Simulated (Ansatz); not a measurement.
Results of HSE06-D3(BJ) (Ansatz, a program for electronic structure, plane waves, PAW) for rock-salt BaTe.

Numerical settings: plane-wave cutoff 460 eV, 6×6×6 k mesh, Fermi–Dirac smearing 0.01 eV, scalar-relativistic PAW data made under PBE.

Properties against volume:

```
V (Å³/atom)  P (GPa)  direct gap at Γ (eV)  smallest gap on the k mesh (eV)
-----------  -------  --------------------  -------------------------------
39.013          2.08                 3.763                            2.060
40.039          1.00                 3.786                            2.129
41.066          0.07                 3.805                            2.191
42.023         -0.70                 3.820                            2.245
43.119         -1.47                 3.755                            2.302
```

The fundamental gap (2.20 eV at the equilibrium volume, on the SCF mesh) lies elsewhere than Γ–Γ.

Spin–orbit coupling is not included; with these elements it can move the gap by several tenths of an eV or more.
